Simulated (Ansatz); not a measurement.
# CH7FN+ (SMILES [NH4+].CF): Born-Oppenheimer dynamics

The task is to watch the atoms for 80 steps of 0.25 fs, started with velocities for 700 K and run at constant energy.

Program: Ansatz 0.2.0, Gaussian basis. Level of theory: BHLYP-D4/def2-SVP. These are calculated values, not measurements.

## 1. Starting geometry

The start, a pair relaxed at PBE0-D4: SMILES `[NH4+].CF`, 10 atoms, charge 1, spin multiplicity 1.

Atoms are counted from 1 here; the program's logs count them from 0.

Bond lengths: N1–H2 1.044 Å, N1–H3 1.021 Å, N1–H4 1.021 Å, N1–H5 1.021 Å, C6–F7 1.419 Å, C6–H8 1.087 Å, C6–H9 1.088 Å, C6–H10 1.088 Å. Angles: H2–N1–H3 110.2°, H2–N1–H4 110.0°, H2–N1–H5 109.0°, H3–N1–H4 109.3°, H3–N1–H5 109.2°, H4–N1–H5 109.1°, F7–C6–H8 106.7°, F7–C6–H9 107.7°, F7–C6–H10 107.6°, H8–C6–H9 111.4°, H8–C6–H10 111.4°, H9–C6–H10 111.7°.

Geometry (Å):

```xyz
10
charge 1, multiplicity 1
N     0.0363    0.0056   -1.9444
H     0.0145    0.0271   -0.9009
H    -0.5770   -0.7315   -2.2945
H     0.9888   -0.1646   -2.2699
H    -0.2840    0.9067   -2.3029
C    -0.0329   -0.0401    2.0261
F    -0.0733    0.4198    0.6838
H    -0.1227    0.8381    2.6608
H     0.9210   -0.5417    2.1750
H    -0.8709   -0.7194    2.1671
```

## 2. The run

Input file md/in.yaml:

```yaml
crystal:
  periodic: [false, false, false]
  atoms:
    - {symbol: N, position_ang: [0.036299, 0.005587, -1.944397]}
    - {symbol: H, position_ang: [0.014524, 0.027091, -0.900948]}
    - {symbol: H, position_ang: [-0.576966, -0.731535, -2.294539]}
    - {symbol: H, position_ang: [0.988822, -0.164636, -2.269917]}
    - {symbol: H, position_ang: [-0.283993, 0.906742, -2.302938]}
    - {symbol: C, position_ang: [-0.032904, -0.040083, 2.026086]}
    - {symbol: F, position_ang: [-0.073258, 0.419757, 0.683835]}
    - {symbol: H, position_ang: [-0.122668, 0.838054, 2.660827]}
    - {symbol: H, position_ang: [0.920989, -0.541664, 2.174975]}
    - {symbol: H, position_ang: [-0.870945, -0.719413, 2.167117]}
basis:
  gaussian: {orbitals: def2-SVP}
total_charge: 1
hamiltonian: {xc: {name: BHLYP}, dispersion: d4}
md: {n_steps: 80, timestep: 0.25, temperature: 700, ensemble: nve, seed: 108, initial_velocities: maxwell_boltzmann}
```

Started as:

```bash
ansatz run in.yaml --threads 4 --pin off --events-out ev --progress --plain --max-ram 9574MiB
```

The log of the run (excerpt; [...] marks lines left out):

```text
Functional definition: BHLYP
  name "BHLYP"
  cite "Becke, J. Chem. Phys. 98, 1372 (1993) doi:10.1063/1.464304"
  cite "Becke, Phys. Rev. A 38, 3098 (1988) doi:10.1103/PhysRevA.38.3098"
  cite "Lee, Yang & Parr, Phys. Rev. B 37, 785 (1988) doi:10.1103/PhysRevB.37.785"
[...]
845 factors; integrals over basis functions are off by at most 4.7e-4 eV
[...]
mean field -5344.64990339 eV, -196.4122612156 hartree, gradient 3.5e-5 eV, S^2 0.000000; 0 other end points of the search recorded, 0 dependent functions left out
[...]
reference -5344.65006123 eV, -196.4122670163 hartree; 14, 14 occupied and 63, 63 virtual orbitals, 845 factors
md step     0: t =     0.00 fs  T =   700.0 K  F+E_penalty+E_count = -5344.71054341 eV  E_kin = 0.723856 eV  conserved = -5343.98668741 eV  (23 SCF iters)
[...]
md step    20: t =     5.00 fs  T =   325.0 K  F+E_penalty+E_count = -5344.32221208 eV  E_kin = 0.336039 eV  conserved = -5343.98617294 eV  (24 SCF iters)
[...]
md step    40: t =    10.00 fs  T =   502.3 K  F+E_penalty+E_count = -5344.50587663 eV  E_kin = 0.519379 eV  conserved = -5343.98649731 eV  (24 SCF iters)
[...]
md step    60: t =    15.00 fs  T =   388.8 K  F+E_penalty+E_count = -5344.38811626 eV  E_kin = 0.402026 eV  conserved = -5343.98608988 eV  (24 SCF iters)
[...]
md step    79: t =    19.75 fs  T =   500.4 K  F+E_penalty+E_count = -5344.50368699 eV  E_kin = 0.517436 eV  conserved = -5343.98625052 eV  (23 SCF iters)
[...]
md step    80: t =    20.00 fs  T =   518.5 K  F+E_penalty+E_count = -5344.52251812 eV  E_kin = 0.536204 eV  conserved = -5343.98631434 eV  (23 SCF iters)
Total energy: -5344.52267379 eV, -196.4075856143 hartree
Atom 0 at     0.044791     0.054296    -1.950819 Å, force     0.433670    -0.683890     0.242433 eV/Å
Atom 1 at     0.202795     0.290311    -0.980787 Å, force    -0.314068     0.424221     1.042178 eV/Å
Atom 2 at    -0.192097    -0.930841    -1.963439 Å, force    -0.660376    -0.198635    -0.221925 eV/Å
Atom 3 at     0.936555     0.115779    -2.386340 Å, force     1.060727     0.317811    -0.883427 eV/Å
Atom 4 at    -0.616202     0.667537    -2.400172 Å, force    -0.535834     0.129392    -0.198700 eV/Å
Atom 5 at    -0.029818     0.010420     2.017532 Å, force    -0.641075    -0.461824     0.539335 eV/Å
Atom 6 at    -0.088362     0.336183     0.685651 Å, force     0.279370     0.455707    -0.690024 eV/Å
Atom 7 at     0.243863     0.830018     2.642594 Å, force     0.539190     1.023205     0.033164 eV/Å
Atom 8 at     0.650448    -0.803941     2.168038 Å, force     0.437121    -0.546787    -0.043093 eV/Å
Atom 9 at    -1.025690    -0.257687     2.311614 Å, force    -0.598726    -0.459201     0.180059 eV/Å
Dipole moment:     0.104562    -0.178755    -1.373545 e Å
```

It took 39 s on 4 threads of Arm Neoverse V2, shared host.

## 3. Frames and traces

One row in 5 steps:

```
time (fs)  T (K)  potential (meV)  potential + kinetic (meV)  C6–F7 (Å)  N1–H2 (Å)  C6–H9 (Å)
     0.00    700              0.0                        0.0      1.419      1.044      1.088
     1.25    604             99.9                        0.4      1.442      1.077      1.113
     2.50    447            262.9                        0.8      1.463      1.096      1.126
     3.75    360            352.6                        0.7      1.482      1.093      1.121
     5.00    325            388.3                        0.5      1.498      1.071      1.101
     6.25    293            421.0                        0.6      1.510      1.038      1.074
     7.50    294            420.8                        0.8      1.517      1.012      1.056
     8.75    389            322.6                        0.6      1.518      1.009      1.058
    10.00    502            204.7                        0.2      1.513      1.031      1.077
    11.25    515            191.9                        0.3      1.504      1.064      1.103
    12.50    463            246.1                        0.5      1.491      1.088      1.122
    13.75    410            300.2                        0.6      1.475      1.092      1.125
    15.00    389            322.4                        0.6      1.457      1.072      1.110
    16.25    396            315.1                        0.5      1.437      1.037      1.085
    17.50    398            312.9                        0.6      1.416      1.002      1.064
    18.75    431            279.2                        0.7      1.394      0.991      1.058
    20.00    519            188.0                        0.4      1.372      1.011      1.072
```

Energies count from the start.

Positions (Å) and forces (eV/Å) at 8.00 fs:

```xyz
10

N     0.057    0.019   -1.938   -1.169    0.325   -2.793
H     0.009    0.199   -0.947    0.632   -0.148    1.613
H    -0.532   -0.793   -2.177    0.765   -0.057    0.290
H     0.991   -0.013   -2.400   -0.789   -0.115    0.820
H    -0.491    0.785   -2.365    0.592   -0.054    0.088
C    -0.042   -0.046    2.093    0.051    1.230   -3.204
F    -0.077    0.402    0.643   -0.184   -0.869    1.851
H     0.083    0.901    2.565   -0.263    0.446    0.924
H     0.824   -0.643    2.155    1.099   -0.750    0.203
H    -0.929   -0.615    2.271   -0.733   -0.009    0.208
```

Positions (Å) and forces (eV/Å) at 20.00 fs:

```xyz
10

N     0.045    0.054   -1.951    0.434   -0.684    0.242
H     0.203    0.290   -0.981   -0.314    0.424    1.042
H    -0.192   -0.931   -1.963   -0.660   -0.199   -0.222
H     0.937    0.116   -2.386    1.061    0.318   -0.883
H    -0.616    0.668   -2.400   -0.536    0.129   -0.199
C    -0.030    0.010    2.018   -0.641   -0.462    0.539
F    -0.088    0.336    0.686    0.279    0.456   -0.690
H     0.244    0.830    2.643    0.539    1.023    0.033
H     0.650   -0.804    2.168    0.437   -0.547   -0.043
H    -1.026   -0.258    2.312   -0.599   -0.459    0.180
```

## 4. Summary of results

```
                                                 quantity              value
                                                   length  80 steps, 20.0 fs
                                 temperature at the start              700 K
                            mean temperature, second half              440 K
lowest and highest potential energy, from the first frame      0 and 430 meV
                    largest change of potential + kinetic            0.8 meV
```

In words: With no thermostat the total energy should stay fixed; it holds within 0.8 meV, small beside the kinetic energy, so the time step serves. With 10 atoms the instant temperature spans 285 to 700 K. The bonding pattern stays as it was.
